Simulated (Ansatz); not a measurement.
Computed with Ansatz, DFT, revPBE, plane waves (420 eV) with PAW, scalar-relativistic. The PAW files were generated under PBE, with cores re-solved for the functional.

An element in the fcc structure gives this curve. The cell is scaled uniformly from the relaxed one, with fractional coordinates and shape fixed. Energies are extrapolated to zero smearing, pressures are those at the given smearing. Magnetic state: spin not included.

```csv
V (Å³/atom),E − E₀ (meV/atom),P (GPa)
13.950,215.8,42.43
14.584,86.3,24.57
15.218,19.0,10.76
15.852,0.0,0.09
16.487,18.1,-8.13
17.121,64.7,-14.41
17.755,133.0,-19.18
```

Problem. Which element is it?
A. aluminium
B. tungsten
C. platinum
D. iridium

Solution. C. Its fit is V₀ = 15.83 Å³/atom, B₀ = 234 GPa, B₀′ = 5.5.
